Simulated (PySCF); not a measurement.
## BF and its ions

RHF-CCSD(T); PySCF, no relativity, basis sets B def2-TZVPPD, F def2-TZVPPD. Neutral (RHF): singlet (closed shell), Re = 1.274 Å, ωe = 1386 cm⁻¹, De = 7.69 eV.

BF⁺ (UHF): doublet (σ ↑), Re = 1.219 Å, ωe = 1686 cm⁻¹, De = 4.86 eV to B⁺ + F. The energies at the minima are -124.50740 hartree for BF and -124.10173 for BF⁺.

Problem. Work out the adiabatic ionisation energy, without and with harmonic zero-point energies (1 hartree = 27.2114 eV, 1 eV = 8065.5 cm⁻¹), and the change of the bond length.

Solution. At CCSD(T): 0.40567 hartree = 11.039 eV between the minima; the zero-point term (1686.0 − 1386.0)/2 cm⁻¹ = +0.019 eV makes it 11.057 eV. Re changes by -5.5 pm against the neutral. The electron leaves a σ orbital, and the shorter bond of the ion fits an antibonding orbital, or a change in how ionic the bond is.

Correlated steps freeze 2 core orbitals. For an ion De counts to the pair picked by the measured ionisation energies or electron affinities, which need not be the lowest pair at this level. Where the molecule has an RHF reference, its open-shell atoms are computed with UHF. States were picked by a PBE0 search and need not be the measured ground states.

Neutral and ion stand on different kinds of reference determinant, which adds to the error of the difference.
